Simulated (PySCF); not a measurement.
**NMR data sheet: Cyclopropyl Isocyanate**

- Formula: C4H5NO
- SMILES: O=C=NC1CC1
- Point group of the computed structure: Cs
- Degrees of unsaturation: 3
- Carbon signals: 3
- Proton signals: 3

Bonds (- single, = double, # triple, : aromatic): O1=C2 1.160 Å, C2=N3 1.188 Å, N3-C4 1.396 Å, C4-C5 1.503 Å, C5-C6 1.500 Å, C6-C4 1.503 Å. C4 carries H7; C5 carries H8, H9; C6 carries H10, H11. H9, H10 are cis to N3 on the ring; H8, H11 are trans to N3 on the ring.

[PySCF 2.14.0 with density-fitted response routines: geometry from GFN2-xTB; couplings computed with B3LYP/pcJ-1 (spin–dipole term only in couplings to heteroatoms); NMR shieldings at PBE0/pcSseg-1/GIAO; relativity neglected; one conformer; gas phase; averaged over atoms made equivalent by symmetry, fast rotation or ring inversion]

Referencing at the same level of theory: $^{1}$H (σref 31.72), $^{13}$C (σref 186.93) vs TMS; $^{15}$N (σref 267.73) against NH3; $^{17}$O (σref 336.08) against H2O.

| carbon | δC, type | δH (multiplicity, J in Hz) | HMBC from (abs. J ≥ 3 Hz) | span of the C tensor (ppm) |
| --- | --- | --- | --- | --- |
| C2 | 118.8, C | – | H7 | 331 |
| C4 | 24.3, CH | 2.28 (tt, 8.1, 4.2) | H9/H10 | 92 |
| C5/C6 | 12.4, CH2 | H8 0.78 (m); H9 0.56 (m) | – | 71 |

Other nuclei:
```json
{"atoms": "N3", "nucleus": "$^{15}$N", "environment": "heterocumulene nitrogen", "δ (ppm)": "51.0", "σ (ppm)": "216.7"}
{"atoms": "O1", "nucleus": "$^{17}$O", "environment": "carbonyl oxygen", "δ (ppm)": "133.5", "σ (ppm)": "202.6"}
```

Selected couplings (Hz, signed; the shortest-range and largest first, 30 at most; isotopes $^{13}$C, $^{1}$H, $^{15}$N): $^{1}J$(C4,H7) 188.2, $^{1}J$(C5,H9) 168.9, $^{1}J$(C5,H8) 167.7, $^{1}J$(C2,N3) -62.9, $^{1}J$(N3,C4) -19.8, $^{1}J$(C4,C5) 15.6, $^{2}J$(H8,H9) -7.0, $^{2}J$(N3,H7) -6.4, $^{2}J$(C2,C4) 6.1, $^{2}J$(N3,C5) 1.5, $^{3}J$(H7,H8) 8.1, $^{3}J$(H8,H10) 7.7, $^{3}J$(H7,H9) 4.2, $^{3}J$(N3,H9) -3.1, $^{3}J$(N3,H8) -1.7.

- Carbon types of the structure: 1 × C, 1 × CH, 2 × CH2, which accounts for all hydrogens.
- δC 118.8: central carbon of a heterocumulene.
- δC 24.3, 12.4: three-membered-ring carbon.
- δH 2.28, 0.78, 0.56: hydrogen on a three-membered-ring carbon.

Splittings below 1 Hz are ignored in the labels, and close J values are merged. Couplings among chemically equivalent protons are left out too, so labels in AA′BB′ or AA′XX′ sets are apparent multiplicities. Unscaled 3J(H,H) at this level run about 10 % above measured values. Shifts are as computed. Against solution values, carbons near 30 ppm lie about +3 ppm off and those near 130 ppm about +5 ppm. Of 1211 compounds with measured shifts, 218 miss one by over three times the rms of a fit or turn the order of signals round; such compounds aren't used in these exercises. Experimental scales use liquid or dissolved standards, which lie at an offset from isolated NH3 (liquid NH3: subtract about 20 ppm) and H2O (liquid H2O: subtract about 36 ppm).
